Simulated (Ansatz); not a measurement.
# BH2S+ (singlet): wave-function methods side by side, cc-pVDZ

The task here is to estimate one member of a computed series from the others.

Program: Ansatz 0.2.0, Gaussian basis. Level of theory: cc-pVDZ, core rule «outside noble gas», up to 6 orbitals frozen. These are calculated values, not measurements.

To be run: UHF; CCSD(T) on RHF; BCCD(T) on RHF; CISD; CCSDT(Q) on RHF; CCSDTQ on RHF; CASSCF and MRCISD+Q, 10 electrons in 10 orbitals; CASSCF and MRCISD+Q(relaxed), 10 electrons in 10 orbitals; CASSCF and NEVPT2, 10 electrons in 10 orbitals.

6 further runs of the same task are left out: 2 for a known fault of the program, 4 set aside as unsound or not needed.

### The system

The geometry is a PBE0/def2-TZVP stationary point (not a proven minimum) of the parent state, kept for this charge and spin.

4 atoms, charge 1, spin multiplicity 1.

Atoms are counted from 1 here; the program's logs count them from 0.

Bond lengths: B1–S2 1.742 Å, B1–H3 1.189 Å, S2–H4 1.348 Å. Angles: S2–B1–H3 125.0°, B1–S2–H4 99.6°.

The first run:

in.yaml reads:

```yaml
crystal:
  periodic: [false, false, false]
  atoms:
    - {symbol: B, position_ang: [0.000000, -0.247959, 1.248665]}
    - {symbol: S, position_ang: [0.000000, 0.102017, -0.457708]}
    - {symbol: H, position_ang: [0.000000, 0.569475, 2.112516]}
    - {symbol: H, position_ang: [0.000000, -1.155317, -0.944703]}
basis:
  gaussian: {orbitals: cc-pVDZ}
total_charge: 1
magnetization: {spin_polarized: true, initial_magnetization: 0}
hamiltonian: {xc: hf}
output: {orbitals: {seedname: orbitals}}
```

On the command line:

```console
ansatz run in.yaml --threads 1 --pin off --events-out ev --progress --plain --max-ram 2816MiB --backend cpu
```

Steps of the session up to this table: UHF; CCSD(T) on RHF; BCCD(T) on RHF; CISD; CCSDT(Q) on RHF; CCSDTQ on RHF; CASSCF and MRCISD+Q, 10 electrons in 10 orbitals; CASSCF and MRCISD+Q(relaxed), 10 electrons in 10 orbitals; CASSCF and NEVPT2, 10 electrons in 10 orbitals.

One of the session's tables, all rows but one given; the rest of the session is left out.

It belongs to the step «Misses and costs». 

```
                   method  from RCCSDTQ (kJ/mol)
                      RHF                 +627.8
                     RMP2                 +104.3
                     CISD                      ?
                    RCCSD                  +28.4
                 RCCSD(T)                   +4.4
                  BCCD(T)                   +4.4
                   RCCSDT                   +1.5
                RCCSDT(Q)                   -0.3
                  RCCSDTQ                      0
           CASSCF valence                 +352.1
           NEVPT2 valence                  +80.3
           MRCISD valence                  +21.2
         MRCISD+Q valence                   +2.2
MRCISD+Q(relaxed) valence                   -0.9
```

Q: Estimate the row for CISD from the others.

The run gave: from RCCSDTQ (kJ/mol): +72.7. In the column «from RCCSDTQ (kJ/mol)» it lies between RCCSD (+28.4) and NEVPT2 valence (+80.3).
